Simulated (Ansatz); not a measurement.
Worked example: correlation energy of BH$_{4}$, doublet

Geometry: displaced at random from a stationary point.

```xyz
5

B     0.0073   -0.0003    0.0112
H     0.4211    0.7961    0.8107
H    -0.3699   -0.7648    0.7679
H    -0.4612    0.7887   -0.8282
H     0.3317   -0.8172   -0.8700
```

Basis 6-31G; Ansatz 0.2.0. Only valence electrons are correlated (noble-gas cores frozen), which leaves 7 electrons in 16 orbitals. Prefix R: restricted or restricted open-shell reference; prefix U: unrestricted.

Full CI is exact within this basis and frozen core; it isn't the basis-set limit. The frozen core follows each run's orbitals, which can shift R against U totals by a few meV.

Runs differ by some tens of microhartree through their thresholds and, for an open shell, their frozen cores, so steps under 0.1 kcal/mol mean nothing.

```tsv
level	total energy (hartree)
UHF	-26.848915
UMP2	-26.917848
UCCSD	-26.940895
UCCSD(T)	-26.942474
UCCSDT	-26.943002
UCCSDT(Q)	-26.943049
UCCSDTQ	-26.943059
full CI	-26.943060
```

What is the correlation energy at full CI, and what share of it do UMP2 and UCCSD recover?

E(corr) = -26.943060 − (-26.848915) = -0.094145 hartree = -2.562 eV. UMP2: -0.068933 / -0.094145 = 73.22 %. UCCSD: -0.091980 / -0.094145 = 97.70 %.

By how many kcal/mol does UCCSD(T) miss full CI (1 hartree = 627.509 kcal/mol), and which steps make up the rest?

-26.942474 − (-26.943060) = 0.000586 hartree = 0.37 kcal/mol. Steps: UCCSDT − UCCSD(T) = -0.33, UCCSDT(Q) − UCCSDT = -0.03, UCCSDTQ − UCCSDT(Q) = -0.01, full CI − UCCSDTQ = 0.00 kcal/mol. That is within 1 kcal/mol of the reference in this basis, which itself misses far more of the correlation at the basis-set limit.
